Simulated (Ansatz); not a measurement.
bcc Li was calculated with B3LYP (VWN-RPA form) (plane waves, PAW; Ansatz, a quantum-chemistry and plane-wave program).

Run with plane-wave cutoff 460 eV, 14×14×14 k mesh, Fermi–Dirac smearing 0.05 eV, scalar-relativistic PAW data made under PBE.

Computed at the level's own relaxed cell.

Q: Predict the volume per atom, bulk modulus, equilibrium lattice constant a and pressure derivative B′ of the bulk modulus.

A: 
volume per atom: 20.25 Å³/atom
bulk modulus: 13.7 GPa
equilibrium lattice constant a: 3.434 Å
pressure derivative B′ of the bulk modulus: 3.4

Measured, for comparison: equilibrium volume per atom 20.51 Å³/atom (low-temperature or extrapolated to 0 K; zero-point anharmonic expansion removed; as tabulated in Csonka et al. (2009), arXiv:0903.4037); bulk modulus 13.8 GPa (corrected for temperature and zero-point phonon effects, our sources range from 13.1 to 13.9; as tabulated in Levämäki et al. (2014), arXiv:1402.3671); lattice constant a 3.449 Å (low-temperature or extrapolated to 0 K; zero-point anharmonic expansion removed, our sources range from 3.443 to 3.453; as tabulated in Csonka et al. (2009), arXiv:0903.4037). Computed (rounded) less measured: equilibrium volume per atom -1.3 %, bulk modulus -0.7 % (inside the range of the sources held), lattice constant a -0.4 % (-0.3 % to -0.6 % over the range).

Static lattice: no zero-point or thermal effects.
